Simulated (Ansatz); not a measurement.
The input, for Ansatz 0.2.0:

```yaml
crystal:
  periodic: [false, false, false]
  atoms:
    - {symbol: Ge, position_ang: [0.050734, -0.040595, 1.066110]}
    - {symbol: Si, position_ang: [-0.114141, 0.098128, -1.341282]}
    - {symbol: N, position_ang: [-0.037520, -0.092216, -2.915734]}
    - {symbol: H, position_ang: [0.045588, 1.472793, 1.059759]}
basis:
  gaussian: {orbitals: cc-pVDZ}
correlation: {active_space: {ras: {orbitals: [7, 0, 37], electrons: 14, max_holes: 2, max_particles: 2}, fixed_orbitals: true}}
scf: {lower_state_search: off}
```

```sh
$ ansatz run in.yaml --threads 1 --pin off --events-out ev --progress --plain --max-ram 2393MiB
```

Output:

```
these checks for a lower state are left out or cut short: stability, starts, cluster_reference, orbital_swaps, neighbouring_geometries, increment
692 factors; integrals over basis functions are off by at most 1.2e-3 eV
mean field evaluation 1: about -65818.5986 eV, gradient 5.5e1 eV
mean field evaluation 2: about -65818.6033 eV, gradient 5.5e1 eV
mean field evaluation 4: about -65827.3732 eV, gradient 7.8e0 eV
mean field evaluation 8: about -65827.8984 eV, gradient 4.3e-1 eV
mean field -65827.91073599 eV, -2419.1310997873 hartree, gradient 8.9e-6 eV, S^2 0.000000; 0 other end points of the search recorded, 0 dependent functions left out
reference -65827.91073599 eV, -2419.1310997873 hartree; 27, 27 occupied and 37, 37 virtual orbitals, 692 factors
state -65836.76636469 eV, -2419.4565381393 hartree
Total energy: -65836.76636469 eV, -2419.4565381393 hartree
Checks for a lower state left out: stability, starts, cluster_reference, orbital_swaps, neighbouring_geometries, increment
```

Natural occupations: 1.9815 1.9763 1.9664 1.9606 1.9535 1.9438 1.9251 0.0648 0.0505 0.0367 0.0202 0.0180 0.0117 0.0090 0.0081 0.0076 0.0060 0.0056 0.0053 0.0049 0.0046 0.0046 0.0041 0.0041.

Ran on 1 thread of Arm Neoverse V2, shared host: 1.9 s wall, 0.13 GiB peak host memory.
